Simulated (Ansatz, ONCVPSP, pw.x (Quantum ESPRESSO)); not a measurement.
From atom to crystal: ONCV potential for tungsten

| Quantity | Value |
| --- | --- |
| Element | W |
| Generator | ONCVPSP 4.0.1.1 (patched build) |
| Type | optimised norm-conserving Vanderbilt (ONCV) |
| Functional | PBEsol |
| Relativity | scalar-relativistic |
| Frozen core | [Kr] 4d10 4f14 |
| Valence charge | 14 |
| Reference configuration | 5s2 5p6 5d4 6s2 |
| Partial waves | 5s+6s: rc 1.75 bohr, ncon 4, nbas 8, qcut 9 1/bohr, 2 projectors; 5p: rc 1.50 bohr, ncon 3, nbas 6, qcut 8.4 1/bohr, 3 projectors, debl 3.4 Ha; 5d: rc 1.90 bohr, ncon 4, nbas 8, qcut 5.9 1/bohr, 1 projector |
| Local potential | polynomial inside 0.95 bohr (lpopt 5, dvloc0 6 Ha) |
| Core correction | Teter function, fcfact 5, rcfact 1.55 |

Crystal test: bcc W in pw.x 7.5, no spin, 15³ k-points, Fermi–Dirac smearing 0.01 Ry, cutoffs 70/280 Ry. The reference is all-electron LAPW (Ansatz 0.2.0) with the same functional, mesh and smearing; V0 and B0 come from Birch–Murnaghan fits to the pressures at five volumes. Errors are pseudo minus all-electron; Δ is the rms difference of the E(V) curves that follow from these fits, minima aligned, over ±6 % about the mean V0. Mesh and smearing are coarse, so the numbers serve the comparison and aren't converged zero-temperature values; the lattice is a test structure that the element need not adopt.

```csv
V (Å³/atom),P all-electron (GPa),P pseudo (GPa)
14.903,18.56,13.07
15.295,8.81,3.88
15.687,0.22,-4.21
16.079,-7.35,-11.35
16.471,-14.00,-17.62
```

All-electron: a0 = 3.155 Å (V0 = 15.70 Å³/atom), B0 = 321.1 GPa.

Pseudopotential: mean pressure error (GPa): -4.49; a0 (Å): 3.140; a0 error (%): -0.47; B0 error (%): -0.1; Δ (meV/atom): 15.6.

Question: At the middle volume, how do free energy and pressure move when the wave cutoff is lowered (ecutrho kept at four times it)?

Answer:

```json
{"cutoff (Ry)": "32", "shift of F (meV/atom)": "+3860.2", "shift of P (GPa)": "-97.50"}
{"cutoff (Ry)": "42", "shift of F (meV/atom)": "+951.5", "shift of P (GPa)": "-44.08"}
{"cutoff (Ry)": "56", "shift of F (meV/atom)": "+56.4", "shift of P (GPa)": "-5.23"}
```

Input at the middle volume:

```
&control
  calculation='scf', prefix='x', pseudo_dir='./', outdir='./tmp', tstress=.true., disk_io='none'
/
&system
  ibrav=0, nat=1, ntyp=1, ecutwfc=70, ecutrho=280, nbnd=15,
  occupations='smearing', smearing='fd', degauss=0.01
/
&electrons
  conv_thr=1e-09, mixing_beta=0.4, electron_maxstep=70
/
ATOMIC_SPECIES
W 1.0 W.UPF
CELL_PARAMETERS angstrom
  -1.57698163 1.57698163 1.57698163
  1.57698163 -1.57698163 1.57698163
  1.57698163 1.57698163 -1.57698163
ATOMIC_POSITIONS crystal
W 0.0000 0.0000 0.0000
K_POINTS automatic
15 15 15 0 0 0
```

```bash
pw.x < W.scf.in > W.scf.out
```

Lines of the output:

```
Message from routine setup:
     using ibrav=0 with symmetry is DISCOURAGED, use correct ibrav instead
     lattice parameter (alat)  =       5.1616  a.u.
     unit-cell volume          =     105.8611 (a.u.)^3
     number of electrons       =        14.00
     number of Kohn-Sham states=           15
     kinetic-energy cutoff     =      70.0000  Ry
     charge density cutoff     =     280.0000  Ry
     scf convergence threshold =      1.0E-09
     Exchange-correlation= PBESOL
     number of k points=   120  Fermi-Dirac smearing, width (Ry)=  0.0100
     iteration #  1     ecut=    70.00 Ry     beta= 0.40
     total energy              =    -158.51036824 Ry
     estimated scf accuracy    <       0.04012732 Ry
     iteration #  2     ecut=    70.00 Ry     beta= 0.40
     total energy              =    -158.51080665 Ry
     estimated scf accuracy    <       0.00602937 Ry
     iteration #  3     ecut=    70.00 Ry     beta= 0.40
     total energy              =    -158.51159977 Ry
     estimated scf accuracy    <       0.00035052 Ry
     iteration #  4     ecut=    70.00 Ry     beta= 0.40
     total energy              =    -158.51162237 Ry
     estimated scf accuracy    <       0.00000537 Ry
     iteration #  5     ecut=    70.00 Ry     beta= 0.40
     total energy              =    -158.51162502 Ry
     estimated scf accuracy    <       0.00000018 Ry
     iteration #  6     ecut=    70.00 Ry     beta= 0.40
     total energy              =    -158.51162507 Ry
     estimated scf accuracy    <          5.4E-09 Ry
     iteration #  7     ecut=    70.00 Ry     beta= 0.40
     the Fermi energy is    22.5606 ev
!    total energy              =    -158.51162507 Ry
     estimated scf accuracy    <          3.7E-10 Ry
     smearing contrib. (-TS)   =      -0.00224086 Ry
     The total energy is F=E-TS. E is the sum of the following terms:
     one-electron contribution =     -13.39804956 Ry
     hartree contribution      =      15.75878926 Ry
     xc contribution           =     -41.19318014 Ry
     ewald contribution        =    -119.67694376 Ry
     convergence has been achieved in   7 iterations
          total   stress  (Ry/bohr**3)                   (kbar)     P=      -42.15
     Message from routine punch:
     Nothing written, as per user request (disk_io='none')
```

The run at the middle volume (120 k-points, 7 iterations) took about 9.7 s on one core of a shared host (AMD EPYC 9R45 96-Core Processor, 96 threads, 376 GiB, load 29).
